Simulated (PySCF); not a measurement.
Mapped SMILES: `[CH2:1]=[C:2]=[O:3]`. Hydrogens are named by the atom that carries them.

- B97-2/pcSseg-2 with gauge-including orbitals
- PBE0-D3(BJ)/def2-TZVP structure
- code: PySCF 2.14
- averaged over atoms made equivalent by symmetry, fast rotation or ring inversion, one computed conformer, non-relativistic, gas phase

Shifts are taken against calculated references (same method and geometry level): $^{13}$C (σ = 185.38 ppm), $^{1}$H (σ = 31.64 ppm) vs TMS; $^{17}$O (σ = 327.66 ppm) vs H2O.

```json
{"atoms": "C2", "nucleus": "$^{13}$C", "count": "1", "δ (ppm)": "?"}
{"atoms": "C1", "nucleus": "$^{13}$C", "count": "1", "δ (ppm)": "?"}
{"atoms": "O3", "nucleus": "$^{17}$O", "count": "1", "δ (ppm)": "343.7"}
{"atoms": "H(C1)", "nucleus": "$^{1}$H", "count": "2", "δ (ppm)": "2.35"}
```

Question: Complete the table.

Answer: 
- C2: 198.9 ppm, central carbon of a ketene
- C1: -0.7 ppm, terminal carbon of a ketene

Shifts are as computed. Against solution values, carbons near 30 ppm lie about +3 ppm off and those near 130 ppm about +7 ppm. Of 1211 compounds with measured shifts, 218 miss one by over three times the rms of a fit or turn the order of signals round; such compounds aren't used in these exercises. Unscaled 17O shifts of doubly bonded oxygen tend to come out too high, by tens of ppm or more. Experimental scales use liquid or dissolved standards, which lie at an offset from isolated H2O (liquid H2O: subtract about 36 ppm).
